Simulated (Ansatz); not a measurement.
Molecule: CH2, charge 1, multiplicity 2. SMILES of the parent species: [CH2]

Atoms: C1, H2, H3. Bonds: C1-H2, C1-H3.

Bond lengths (Å) and angles (degrees) optimised at HF/STO-3G with Ansatz (a first-principles code); PBE/6-31G* with Ansatz; B3LYP/LANL2DZ with Ansatz, each started from the B3LYP-D3(BJ)/def2-TZVP structure (Ansatz) of the last column. A row stands for all coordinates that are equal there. 6-31G* holds six Cartesian d functions. No wavenumbers were computed at HF/STO-3G, PBE/6-31G*, B3LYP/LANL2DZ, so these may be saddle points.

```
coordinate  HF/STO-3G  PBE/6-31G*  B3LYP/LANL2DZ  B3LYP-D3(BJ)/def2-TZVP
----------  ---------  ----------  -------------  ----------------------
C1-H2           1.132       1.108          1.106                   1.097
H2-C1-H3        136.0       140.2          143.3                   141.4
```

Mean signed difference of all 2 bond lengths from B3LYP-D3(BJ)/def2-TZVP: HF/STO-3G 0.035 Å, PBE/6-31G* 0.011 Å, B3LYP/LANL2DZ 0.008 Å.
